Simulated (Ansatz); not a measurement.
# C₂H₆OS₂: one species, many methods

How much do the methods differ for C₂H₆OS₂? The plan is to run it at one geometry with functionals of several rungs and with coupled cluster. The yardstick is the atomisation energy at the CCSD(T) limit.

Method: functionals in def2-TZVPP, the program's frozen cores in correlated methods; program: Ansatz 0.2.0, Gaussian basis.

Plan: PBE-D4, r2SCAN-D4, PBE0-D4, B3LYP-D4, ωB97X-V, ωB97M-V, B2PLYP; CCSD(T)/def2-TZVPP; MP2/def2-QZVPP; extrapolation to the limit.

**1. The geometry**

An earlier PBE0-D4 in a triple-zeta def2 set relaxation fixed the geometry.

SMILES `CSC(O)S`, 11 atoms, charge 0, spin multiplicity 1.

Atoms are counted from 1 here; the program's logs count them from 0.

Bond lengths: C1–S2 1.795 Å, C1–H6 1.090 Å, C1–H7 1.091 Å, C1–H8 1.089 Å, S2–C3 1.790 Å, C3–O4 1.395 Å, C3–S5 1.841 Å, C3–H9 1.095 Å, O4–H10 0.964 Å, S5–H11 1.342 Å. Angles: S2–C1–H6 106.4°, S2–C1–H7 110.3°, S2–C1–H8 110.8°, H6–C1–H7 109.4°, H6–C1–H8 109.5°, H7–C1–H8 110.4°, C1–S2–C3 100.6°, S2–C3–O4 110.1°, S2–C3–S5 115.3°, S2–C3–H9 104.3°, O4–C3–S5 107.3°, O4–C3–H9 112.3°, S5–C3–H9 107.6°, C3–O4–H10 108.2°, C3–S5–H11 96.0°.

As a file:

| atom | x (Å) | y (Å) | z (Å) |
| --- | --- | --- | --- |
| C1 | -1.7311 | 0.2734 | -0.0394 |
| S2 | -0.5445 | 0.1184 | 1.2980 |
| C3 | 0.9858 | 0.0443 | 0.3727 |
| O4 | 1.1585 | 1.2172 | -0.3633 |
| S5 | 1.1282 | -1.3646 | -0.8034 |
| H6 | -2.7182 | 0.2617 | 0.4229 |
| H7 | -1.6416 | -0.5715 | -0.7234 |
| H8 | -1.5916 | 1.2116 | -0.5739 |
| H9 | 1.7581 | -0.0844 | 1.1383 |
| H10 | 1.9930 | 1.1520 | -0.8416 |
| H11 | 1.2689 | -2.3149 | 0.1337 |

**2. PBE-D4 (GGA)**

Input file in.yaml:

```yaml
crystal:
  periodic: [false, false, false]
  atoms:
    - {symbol: C, position_ang: [-1.731119, 0.273391, -0.039353]}
    - {symbol: S, position_ang: [-0.544464, 0.118370, 1.297960]}
    - {symbol: C, position_ang: [0.985795, 0.044265, 0.372681]}
    - {symbol: O, position_ang: [1.158525, 1.217224, -0.363268]}
    - {symbol: S, position_ang: [1.128182, -1.364610, -0.803371]}
    - {symbol: H, position_ang: [-2.718223, 0.261707, 0.422876]}
    - {symbol: H, position_ang: [-1.641609, -0.571542, -0.723410]}
    - {symbol: H, position_ang: [-1.591598, 1.211635, -0.573907]}
    - {symbol: H, position_ang: [1.758144, -0.084377, 1.138263]}
    - {symbol: H, position_ang: [1.993012, 1.151953, -0.841584]}
    - {symbol: H, position_ang: [1.268856, -2.314917, 0.133714]}
basis:
  gaussian: {orbitals: def2-TZVPP}
hamiltonian: {xc: pbe, dispersion: d4}
output: {forces: true, orbitals: {seedname: orbitals}}
```

Started as:

```console
$ ansatz run in.yaml --threads 4 --pin off --events-out ev --progress --plain --max-ram 10444MiB
```

The runs that follow: r2SCAN-D4 (meta-GGA); PBE0-D4 (hybrid); B3LYP-D4 (hybrid); ωB97X-V (range-separated); ωB97M-V (range-separated); B2PLYP (double hybrid); CCSD(T) in def2-TZVPP; MP2 in def2-QZVPP.

Before running them: what should the planned runs give, taken together? Wanted: atomisation energy, CCSD(T)/CBS; farthest; mean size of error, hybrid; mean size of error, range-separated; gap, smallest and largest; T1 diagnostic; triples share of the correlation energy.

As calculated:

| quantity | value |
| --- | --- |
| atomisation energy, CCSD(T)/CBS | 925.1 kcal/mol |
| functionals within 4.6 kcal/mol (0.5 %) | r2SCAN-D4, PBE0-D4, B3LYP-D4, ωB97X-V |
| farthest | PBE-D4 (+24.6 kcal/mol) |
| mean size of error, hybrid | 3.8 kcal/mol |
| mean size of error, range-separated | 3.8 kcal/mol |
| gap, smallest and largest | 4.33 eV (PBE-D4), 10.98 eV (ωB97X-V) |
| T1 diagnostic | 0.0115 |
| triples share of the correlation energy | 4.2 % |

PBE-D4 is off by +24.6 kcal/mol. Double hybrids carry the basis error of their MP2 part in triple zeta, and no dispersion term here, so their miss is partly the set-up's. Misses under about 4.6 kcal/mol are within the doubt on the reference itself, which lacks core-valence correlation, relativity and higher excitations. Hartree-Fock recovers 69 % of the binding; the rest is correlation. The gap grows from 4.3 to 11.0 eV across the functionals, mostly with the share of exact exchange.
